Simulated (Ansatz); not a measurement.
A nudged elastic band was laid between two geometries of AlH3O + H3P (9 atoms, charge 0, multiplicity 1).

Computed with RKS PBE0-D4/6-31G* (Ansatz).

| Property | Result |
| --- | --- |
| movable images | 7 |
| climbing image | yes |
| spring | 5.0 eV/Å² |
| optimiser | quadratic models (default) |
| start path | through a guess of the saddle point |
| force threshold | 0.05 eV/Å |
| iteration limit | 60 |
| end points | relaxed |

Initial state:

```xyz
9
Properties=species:S:1:pos:R:3
Al 0.156 -0.079 0.246
O -0.267 -0.758 1.765
H -1.194 -0.924 1.962
H 1.707 0.032 -0.061
H -0.994 0.287 -0.797
P 0.283 3.162 1.395
H 1.579 2.648 1.126
H -0.253 2.755 0.140
H -0.147 1.989 2.080
```

Final state:

```xyz
9
Properties=species:S:1:pos:R:3
Al 0.355 0.494 0.217
O -0.365 -0.252 1.975
H -1.250 -0.634 1.872
H 1.748 -0.262 0.051
H -0.916 0.101 -0.682
P 0.379 2.694 1.092
H 1.679 3.103 0.697
H -0.311 3.365 0.048
H -0.449 0.502 2.586
```

Problem. Which bonds break or form, and what moves?

Solution. Bonds broken: P6–H9. Bonds formed: Al1–P6, O2–H9. AlH3O + H3P becomes AlH6OP.

Problem. What energy profile does the band end with?

Solution. The run converged. The highest image is number 3 of 0 to 8, 78.6 kJ/mol above the first end and 88.0 kJ/mol above the last; the last end lies 9.5 kJ/mol below the first. A vibrational analysis at the climbing image gives one clearly imaginary mode, 1200i cm⁻¹: a first-order saddle point. The orbitals stay closed-shell, which can raise the energy where a bond breaks towards radicals; this wasn't checked here.

```
image  path coordinate (Å)  energy (kJ/mol)  P6–H9 (Å)  Al1–P6 (Å)  O2–H9 (Å)
    0                 0.00              0.0       1.42        3.44       2.77
    1                 0.49              2.4       1.43        3.27       2.35
    2                 0.98             25.2       1.46        2.94       1.83
    3                 1.47             78.6       1.70        2.64       1.30
    4                 1.76             50.9       1.93        2.52       1.07
    5                 2.06             20.4       2.12        2.42       1.00
    6                 2.35              1.2       2.32        2.38       0.98
    7                 2.65             -7.8       2.55        2.37       0.98
    8                 2.95             -9.5       2.78        2.37       0.97
```

Problem. What is the geometry of the highest image?

Solution. 
```xyz
9
Properties=species:S:1:pos:R:3
Al 0.333 0.332 0.237
O -0.282 -0.229 1.893
H -1.197 -0.546 1.925
H 1.870 0.038 -0.018
H -0.808 0.248 -0.871
P 0.106 2.664 1.464
H 1.487 2.678 1.144
H -0.385 2.859 0.145
H -0.254 1.068 1.938
```

Problem. What are the harmonic wavenumbers there?

Solution. 1200i, 146, 253, 365, 400, 411, 459, 508, 582, 633, 726, 754, 794, 1096, 1283, 1485, 1929, 1963, 2447, 2475, 3816 cm⁻¹.

Run time: 2.8 min on 1 thread of Intel(R) Xeon(R) 6975P-C (Granite Rapids), on a shared host, peak memory 0.14 GiB.
